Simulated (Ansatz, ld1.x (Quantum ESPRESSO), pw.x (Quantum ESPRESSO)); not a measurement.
**pw.x on diamond H: one setting changed**

Potential: ultrasoft, ld1.x (Quantum ESPRESSO) 7.5, PBEsol; core none, reference 1s1; waves: 1s (bound): rcut 1.50, rcutus 1.60 bohr; 1s channel at 0.25 Ry: rcut 1.50, rcutus 1.60 bohr; 2p channel at -0.15 Ry: rcut 1.15, rcutus 1.55 bohr; local part: all-electron potential smoothed inside 1.55 bohr (lloc = -2); core correction: none; augmentation: PSQ, radius 1.20 bohr.

The reference run (k-mesh 15³, cutoffs 40/320 Ry, Fermi–Dirac 0.01 Ry, mixing_beta 0.4, conv_thr 1e-9, no spin) gives 0.67 GPa at 3.355 Å³/atom, where all-electron LAPW gives -0.03 GPa. This run, with its own iteration cap, changes nbnd to 4.

```
&control
  calculation='scf', prefix='x', pseudo_dir='./', outdir='./tmp', tstress=.true., disk_io='none'
/
&system
  ibrav=0, nat=2, ntyp=1, ecutwfc=40, ecutrho=320, nbnd=4,
  occupations='smearing', smearing='fd', degauss=0.01
/
&electrons
  conv_thr=1e-09, mixing_beta=0.4, electron_maxstep=50
/
ATOMIC_SPECIES
H 1.0 H.UPF
CELL_PARAMETERS angstrom
  0.00000000 1.49703116 1.49703116
  1.49703116 0.00000000 1.49703116
  1.49703116 1.49703116 0.00000000
ATOMIC_POSITIONS crystal
H 0.0000 0.0000 0.0000
H 0.2500 0.2500 0.2500
K_POINTS automatic
15 15 15 0 0 0
```

```bash
pw.x < H.scf.in > H.scf.out
```

Task: How does the run end?

Result: It converges in 5 iterations; the free energy moves by +0.0 meV/atom and the pressure by +0.00 GPa. The result is that of the reference run.

```
Message from routine setup:
     using ibrav=0 with symmetry is DISCOURAGED, use correct ibrav instead
     lattice parameter (alat)  =       4.0008  a.u.
     unit-cell volume          =      45.2813 (a.u.)^3
     number of electrons       =         2.00
     number of Kohn-Sham states=            4
     kinetic-energy cutoff     =      40.0000  Ry
     charge density cutoff     =     320.0000  Ry
     scf convergence threshold =      1.0E-09
     Exchange-correlation= PBESOL
     number of k points=   120  Fermi-Dirac smearing, width (Ry)=  0.0100
     iteration #  1     ecut=    40.00 Ry     beta= 0.40
     total energy              =      -2.20059536 Ry
     estimated scf accuracy    <       0.00514451 Ry
     iteration #  2     ecut=    40.00 Ry     beta= 0.40
     total energy              =      -2.20061434 Ry
     estimated scf accuracy    <       0.00178490 Ry
     iteration #  3     ecut=    40.00 Ry     beta= 0.40
     total energy              =      -2.20062212 Ry
     estimated scf accuracy    <       0.00000067 Ry
     iteration #  4     ecut=    40.00 Ry     beta= 0.40
     total energy              =      -2.20062232 Ry
     estimated scf accuracy    <       0.00000087 Ry
     iteration #  5     ecut=    40.00 Ry     beta= 0.40
     the Fermi energy is     2.8618 ev
!    total energy              =      -2.20062233 Ry
     estimated scf accuracy    <          1.1E-11 Ry
     smearing contrib. (-TS)   =      -0.00034558 Ry
     The total energy is F=E-TS. E is the sum of the following terms:
     one-electron contribution =       0.91809946 Ry
     hartree contribution      =       0.11510217 Ry
     xc contribution           =      -1.32932910 Ry
     ewald contribution        =      -1.90414927 Ry
     convergence has been achieved in   5 iterations
          total   stress  (Ry/bohr**3)                   (kbar)     P=        6.66
     Message from routine punch:
     Nothing written, as per user request (disk_io='none')
```

The run took about 1.1 s on one core of a shared host (Neoverse-V1, 32 threads, 247 GiB, load 14).
